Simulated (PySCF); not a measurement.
## How the functional moves excitation energies

Species: C₂H₇N.
InChI=1S/C2H7N/c1-3-2/h3H,1-2H3

Linear-response calculations in the def2-SVPD basis (PySCF; singlets by full response, triplets Tamm–Dancoff, core orbitals frozen in the response; HF means time-dependent Hartree–Fock). 'Strongest' is the level of largest summed f among the singlets computed (10 roots, of which the last may lack a degenerate partner); it can jump between rows when another state enters that window. S1 is the lowest singlet of each run and needn't be the same state throughout; f(S1) is that of one state. Isolated species at its PBE0-D3(BJ)/def2-SVP geometry, gas phase.

```csv
functional,kind,S1 (eV),f(S1),strongest (eV),T1 (eV),HOMO (eV),gap (eV),"ionisation energy, ΔSCF (eV)"
LDA,LDA,5.07,0.007,7.07,4.94,-5.00,5.04,8.79
PBE,GGA,5.09,0.007,7.13,4.92,-4.94,5.04,8.65
B3LYP,"global hybrid, 20% exact exchange",5.58,0.005,7.67,5.39,-6.15,6.65,8.82
PBE0,"global hybrid, 25% exact exchange",5.82,0.005,7.94,5.60,-6.36,7.17,8.73
BHandHLYP,"global hybrid, 50% exact exchange",6.27,0.003,8.54,6.02,-7.75,9.03,8.70
CAM-B3LYP,range-separated hybrid,5.90,0.002,8.13,5.67,-7.79,9.23,8.86
wB97X-D,range-separated hybrid,6.17,0.002,8.38,6.03,-8.26,10.74,8.81
LC-wPBE,range-separated hybrid,6.50,0.001,8.78,6.21,-9.12,11.68,8.90
HF,Hartree–Fock,7.24,0.001,9.74,6.83,-9.94,12.76,not settled
```

S1 runs from 5.07 eV (LDA) to 7.24 eV (HF), a spread of 2.17 eV, while the orbital gap spreads over 7.7 eV. Along PBE (0%), B3LYP (20%), PBE0 (25%), BHandHLYP (50%), HF (100%) S1 rises with the share of exact exchange. −ε(HOMO) comes closest to its own ΔSCF ionisation energy with LC-wPBE (+0.21 eV) and misses most with LDA (-3.79 eV). 'Not settled' means that the ion's SCF failed to converge or may have ended in another state than the lowest.
